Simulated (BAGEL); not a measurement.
# C2H3F3 (1,1,2-trifluoroethane) at PBE0/def2-SVP (density fitting with qzvpp-jkfit)

Aim: the energy change on altering one bond length of C2H3F3 (1,1,2-trifluoroethane) at PBE0/def2-SVP (density fitting with qzvpp-jkfit), from 2 runs. 

Program for the calculation: BAGEL 1.2.2.

3 further runs of the same task are left out: 3 that didn't finish.

### Step 1. Starting point

C2H3F3 has 8 atoms, charge 0, and is taken as a singlet. As SMILES, `FCC(F)F`. The shape is that of a PBE0-D4/def2-TZVP optimisation. This is one conformer, not always the lowest.

Bond lengths: F1–C2 1.367 Å, C2–C3 1.507 Å, C3–F4 1.353 Å, C3–F5 1.353 Å, C2–H6 1.094 Å, C2–H7 1.094 Å, C3–H8 1.097 Å. Some angles: F1–C2–C3 110.8°, C2–C3–F4 110.7°, C2–C3–F5 110.6°, F4–C3–F5 107.7°, F1–C2–H6 109.2°, F1–C2–H7 109.2°, C3–C2–H6 109.0°, C3–C2–H7 109.0°, C2–C3–H8 111.0°, F4–C3–H8 108.4°.

### Step 2. The energy at PBE0/def2-SVP (density fitting with qzvpp-jkfit)

File dft.json:

```json
{ "bagel" : [

{
  "title" : "molecule",
  "basis" : "svp",
  "df_basis" : "qzvpp-jkfit",
  "angstrom" : true,
  "geometry" : [
    { "atom" : "F", "xyz" : [   -0.985900,    1.458500,    0.050800 ] },
    { "atom" : "C", "xyz" : [    0.087900,    0.678700,    0.379800 ] },
    { "atom" : "C", "xyz" : [   -0.007400,   -0.670200,   -0.285700 ] },
    { "atom" : "F", "xyz" : [   -1.136200,   -1.311100,    0.094600 ] },
    { "atom" : "F", "xyz" : [   -0.044700,   -0.536600,   -1.631300 ] },
    { "atom" : "H", "xyz" : [    0.112100,    0.539700,    1.464900 ] },
    { "atom" : "H", "xyz" : [    1.006200,    1.174300,    0.050700 ] },
    { "atom" : "H", "xyz" : [    0.852800,   -1.298700,   -0.023800 ] }
  ]
},
{ "title" : "ks", "xc_func" : "pbe0" },
{ "title" : "print", "file" : "orbitals.molden", "orbitals" : true }

]}
```

Started as:

```sh
$ BAGEL_NUM_THREADS=1 BAGEL dft.json > dft.out
```

The program printed:

```text
* using 1 threads per process

  ===============================================================
  ===============================================================

  *** Geometry ***

  { "atom" : "F", "xyz" : [     -1.863081,      2.756166,      0.095998 ] },
  { "atom" : "C", "xyz" : [      0.166107,      1.282557,      0.717718 ] },
  { "atom" : "C", "xyz" : [     -0.013984,     -1.266494,     -0.539895 ] },
  { "atom" : "F", "xyz" : [     -2.147107,     -2.477620,      0.178768 ] },
  { "atom" : "F", "xyz" : [     -0.084471,     -1.014027,     -3.082710 ] },
  { "atom" : "H", "xyz" : [      0.211838,      1.019885,      2.768260 ] },
  { "atom" : "H", "xyz" : [      1.901442,      2.219105,      0.095809 ] },
  { "atom" : "H", "xyz" : [      1.611558,     -2.454187,     -0.044975 ] },

  Number of auxiliary basis functions:      435

  Since a DF basis is specified, we compute 2- and 3-index integrals:
    o Being stored without compression. Storage requirement is 0.025 GB

  Number of basis functions:       85
  Number of electrons      :       42

    * METHOD: MOLECULE                             0.20

  *** Kohn-Sham DFT ***

    * Removing 15371 points whose weight is below 1.00e-10
    * Grid points: 103877

  === Nuclear Repulsion ===
   194.0360020086

       - DIIS with orbital gradients will be used.

  === KS iteration (pbe0 / svp) ===
      0       -345.53427287          0.13462307           0.47
      1       -282.61180321          0.25604303           0.67
      2       -333.97983064          0.17899339           0.42
      3       -368.15463632          0.11882288           0.44
      4       -375.59534501          0.04892598           0.42
      5       -376.75544462          0.01468850           0.32
      6       -376.85628011          0.00482526           0.33
      7       -376.86389478          0.00245996           0.36
      8       -376.86652805          0.00044747           0.34
      9       -376.86661666          0.00019787           0.35
     10       -376.86663397          0.00004292           0.32
     11       -376.86663479          0.00000912           0.36
     12       -376.86663482          0.00000100           0.43
     13       -376.86663482          0.00000012           0.43
     14       -376.86663482          0.00000004           0.38
     15       -376.86663482          0.00000003           0.37
     16       -376.86663482          0.00000001           0.40
     17       -376.86663482          0.00000000           0.40
    * SCF iteration converged.

    * Permanent dipole moment:
           (   -1.022251,     0.066636,    -0.616735) a.u.

    * METHOD: KS                                   7.89

    * METHOD: PRINT                                0.01

  ===============================================================
```

It took 9.3 s on 1 thread of Intel Xeon 6975P-C (Granite Rapids), shared host; peak memory 0.41 GiB.

### Step 3. The distorted shape, same level

File job.json:

```json
{ "bagel": [

{
  "title": "molecule",
  "basis": "svp",
  "df_basis": "qzvpp-jkfit",
  "angstrom": true,
  "geometry": [
    { "atom": "F", "xyz": [      -1.720540,       1.062020,       0.314080 ] },
    { "atom": "C", "xyz": [      -0.646740,       0.282220,       0.643080 ] },
    { "atom": "C", "xyz": [      -0.742040,      -1.066680,      -0.022420 ] },
    { "atom": "F", "xyz": [      -1.870840,      -1.707580,       0.357880 ] },
    { "atom": "F", "xyz": [      -0.779340,      -0.933080,      -1.368020 ] },
    { "atom": "H", "xyz": [      -0.622540,       0.143220,       1.728180 ] },
    { "atom": "H", "xyz": [       1.006200,       1.174300,       0.050700 ] },
    { "atom": "H", "xyz": [       0.118160,      -1.695180,       0.239480 ] }
  ]
},

{ "title": "ks", "xc_func": "pbe0" },

{ "title": "print", "file": "orbitals.molden", "orbitals": true }

]}
```

Started as:

```sh
$ BAGEL_NUM_THREADS=1 BAGEL job.json > job.out
```

The program printed:

```text
* using 1 threads per process

  ===============================================================
  ===============================================================

  *** Geometry ***

  { "atom" : "F", "xyz" : [     -3.251349,      2.006927,      0.593525 ] },
  { "atom" : "C", "xyz" : [     -1.222161,      0.533319,      1.215245 ] },
  { "atom" : "C", "xyz" : [     -1.402252,     -2.015733,     -0.042368 ] },
  { "atom" : "F", "xyz" : [     -3.535375,     -3.226859,      0.676295 ] },
  { "atom" : "F", "xyz" : [     -1.472739,     -1.763266,     -2.585183 ] },
  { "atom" : "H", "xyz" : [     -1.176430,      0.270647,      3.265787 ] },
  { "atom" : "H", "xyz" : [      1.901442,      2.219105,      0.095809 ] },
  { "atom" : "H", "xyz" : [      0.223290,     -3.203426,      0.452552 ] },

  Number of auxiliary basis functions:      435

  Since a DF basis is specified, we compute 2- and 3-index integrals:
    o Being stored without compression. Storage requirement is 0.025 GB

  Number of basis functions:       85
  Number of electrons      :       42

    * METHOD: MOLECULE                             0.17

  *** Kohn-Sham DFT ***

    * Removing 14469 points whose weight is below 1.00e-10
    * Grid points: 104779

  === Nuclear Repulsion ===
   191.0478022924

       - DIIS with orbital gradients will be used.

  === KS iteration (pbe0 / svp) ===
      0       -345.90839045          0.13310142           0.37
      1       -285.42860176          0.23501840           0.55
      2       -335.14725288          0.17645575           0.39
      3       -372.08657162          0.08275110           0.37
      4       -373.28790791          0.08147764           0.39
      5       -376.56008612          0.01749029           0.32
      6       -376.71193580          0.00749414           0.42
      7       -376.73690660          0.00315095           0.33
      8       -376.73944001          0.00165700           0.31
      9       -376.74132172          0.00039552           0.31
     10       -376.74141280          0.00006940           0.30
     11       -376.74141441          0.00004031           0.31
     12       -376.74141518          0.00001088           0.30
     13       -376.74141524          0.00000440           0.31
     14       -376.74141525          0.00000142           0.36
     15       -376.74141525          0.00000071           0.31
     16       -376.74141525          0.00000024           0.31
     17       -376.74141525          0.00000005           0.31
     18       -376.74141525          0.00000002           0.29
     19       -376.74141525          0.00000001           0.30
    * SCF iteration converged.

    * Permanent dipole moment:
           (   -0.677478,     0.211368,    -0.677009) a.u.

    * METHOD: KS                                   7.35

    * METHOD: PRINT                                0.01

  ===============================================================
```

It took 8.7 s on 1 thread of Intel Xeon 6975P-C (Granite Rapids), shared host; peak memory 0.42 GiB.

### Step 4. What came out

Level: PBE0/def2-SVP (density fitting with qzvpp-jkfit).

| quantity | value |
| --- | --- |
| first shape: total energy | -376.86663 Eh |
| first shape: dipole moment | 3.04 D |
| first shape: HOMO energy | -9.49 eV |
| first shape: LUMO energy | 1.75 eV |
| first shape: HOMO–LUMO gap | 11.24 eV |
| distorted shape: total energy | -376.74142 Eh |
| distorted shape: dipole moment | 2.49 D |
| distorted shape: HOMO energy | -8.52 eV |
| distorted shape: LUMO energy | -2.44 eV |
| distorted shape: HOMO–LUMO gap | 6.08 eV |
| energy change with the C2–H7 bond stretched from 1.094 to 1.970 Å | 3.407 eV |

What this shows: With the C2–H7 bond stretched from 1.094 to 1.970 Å the energy rises by 3.41 eV (329 kJ/mol). The first shape isn't relaxed at this level, so the change isn't measured from a minimum. A restricted reference can't describe the breaking bond well at this length.
